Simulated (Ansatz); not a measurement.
in.yaml

```yaml
crystal:
  periodic: [false, false, false]
  atoms:
    - {symbol: Ti, position_ang: [0.000000, -0.428984, 0.000000]}
    - {symbol: N, position_ang: [0.000000, 0.733013, -1.408582]}
    - {symbol: N, position_ang: [0.000000, 0.733013, 1.408582]}
basis:
  gaussian: {orbitals: def2-SVP}
total_charge: 1
magnetization: {spin_polarized: false, initial_magnetization: 5}
correlation: {method: ccsd_t, electrons: outside_noble_gas}
```

```sh
$ ansatz run in.yaml --threads 1 --pin off --events-out ev --progress --plain --max-ram 4096MiB --backend cpu
```

Q: Roughly how long does this take on 1 thread of AMD EPYC 7R13, shared host, and how much host memory?

A: 1.7 min wall and 0.24 GiB.

```
634 factors; integrals over basis functions are off by at most 8.6e-4 eV
mean field evaluation 1: about -26020.0242 eV, gradient 3.9e1 eV
mean field evaluation 2: about -26020.1278 eV, gradient 3.9e1 eV
mean field evaluation 4: about -26027.3651 eV, gradient 5.9e0 eV
mean field evaluation 8: about -26028.5347 eV, gradient 1.0e0 eV
mean field evaluation 16: about -26029.4184 eV, gradient 1.0e1 eV
mean field evaluation 32: about -26031.6602 eV, gradient 5.1e-1 eV
mean field evaluation 64: about -26028.5390 eV, gradient 1.3e0 eV
mean field evaluation 96: about -26028.5972 eV, gradient 1.4e0 eV
mean field evaluation 128: about -26031.5374 eV, gradient 4.6e0 eV
mean field evaluation 160: about -26031.2891 eV, gradient 1.7e0 eV
...
mean field evaluation 3104: about -26032.3307 eV, gradient 1.8e0 eV
mean field evaluation 3136: about -26032.3596 eV, gradient 2.3e-4 eV
mean field evaluation 3168: about -26032.1918 eV, gradient 7.5e-1 eV
mean field evaluation 3200: about -26031.5143 eV, gradient 1.0e-1 eV
mean field evaluation 3232: about -26031.5864 eV, gradient 2.0e-3 eV
mean field evaluation 3264: about -26031.5784 eV, gradient 2.9e-1 eV
mean field evaluation 3296: about -26031.6094 eV, gradient 2.7e-2 eV
mean field evaluation 3328: about -26031.6499 eV, gradient 1.7e-1 eV
mean field evaluation 3360: about -26031.5677 eV, gradient 1.9e-2 eV
determinant -26031.66304447 eV, -956.6459719894 hartree, with singles and doubles -26040.18485411 eV, -956.9591427171 hartree
determinant -26031.58641583 eV, -956.6431559388 hartree, with singles and doubles -26040.00411225 eV, -956.9525005765 hartree
determinant -26031.56722473 eV, -956.6424506787 hartree, with singles and doubles -26040.39806414 eV, -956.9669780413 hartree
determinant -26031.32918437 eV, -956.6337028569 hartree, with singles and doubles -26039.86935878 eV, -956.9475484777 hartree
determinant -26031.17054725 eV, -956.6278730504 hartree, with singles and doubles -26039.66459696 eV, -956.9400236195 hartree
determinant -26031.14270890 eV, -956.6268500098 hartree, with singles and doubles -26039.70503164 eV, -956.9415095666 hartree
determinant -26030.93852698 eV, -956.6193464626 hartree, with singles and doubles -26039.37863228 eV, -956.9295146116 hartree
determinant -26030.85895019 eV, -956.6164220697 hartree, with singles and doubles -26039.20359634 eV, -956.9230821594 hartree
determinant -26030.39563551 eV, -956.5993955691 hartree, with singles and doubles -26038.91086984 eV, -956.9123246589 hartree
determinant -26030.26631450 eV, -956.5946431097 hartree, with singles and doubles -26038.52934707 eV, -956.8983039557 hartree
determinant -26029.71853305 eV, -956.5745125127 hartree, with singles and doubles -26038.68153745 eV, -956.9038968491 hartree
determinant -26029.56273518 eV, -956.5687870464 hartree, with singles and doubles -26038.37136413 eV, -956.8924981898 hartree
determinant -26029.53607738 eV, -956.5678073906 hartree, with singles and doubles -26039.19668928 eV, -956.9228283297 hartree
determinant -26029.40089159 eV, -956.5628394044 hartree, with singles and doubles -26038.12070285 eV, -956.8832865576 hartree
determinant -26028.94515450 eV, -956.5460913751 hartree, with singles and doubles -26037.43553642 eV, -956.8581071556 hartree
determinant -26028.75844107 eV, -956.5392297833 hartree, with singles and doubles -26039.97733895 eV, -956.9515166759 hartree
determinant -26028.70009044 eV, -956.5370854371 hartree, with singles and doubles -26037.93031115 eV, -956.8762897916 hartree
determinant -26028.67647692 eV, -956.5362176562 hartree, with singles and doubles -26040.00882074 eV, -956.9526736101 hartree
determinant -26028.62631313 eV, -956.5343741710 hartree, with singles and doubles -26039.84347461 eV, -956.9465972519 hartree
determinant -26031.66304447 eV, -956.6459719894 hartree, with singles and doubles -26040.37405352 eV, -956.9660956675 hartree
determinant -26031.58641583 eV, -956.6431559388 hartree, with singles and doubles -26040.14289575 eV, -956.9576007760 hartree
determinant -26031.56722473 eV, -956.6424506787 hartree, with singles and doubles -26040.52768641 eV, -956.9717415718 hartree
determinant -26031.32918437 eV, -956.6337028569 hartree, with singles and doubles -26039.89962161 eV, -956.9486606164 hartree
determinant -26028.75844107 eV, -956.5392297833 hartree, with singles and doubles -26040.03843045 eV, -956.9537617471 hartree
determinant -26028.67647692 eV, -956.5362176562 hartree, with singles and doubles -26040.08972921 eV, -956.9556469418 hartree
unrestricted determinant -26032.36630726 eV, -956.6718164202 hartree, S^2 9.2994
11 core orbitals not correlated: weight in the atoms' cores, before any rotation towards them, 0.994 or more for the frozen orbitals, at most 0.004 for the correlated occupied ones
reference -26031.56722473 eV, -956.6424506787 hartree; 9, 4 occupied and 39, 44 virtual orbitals, 634 factors
second order -7.48138031 eV of doubles, -0.17754862 eV of singles
cycle   1  -8.96046134 eV  change    3.4e-7 eV  update   3.4e-6
perturbative correction -0.72243442 eV, -0.0265489753 hartree
Total energy: -26041.25012048 eV, -956.9982905344 hartree
```
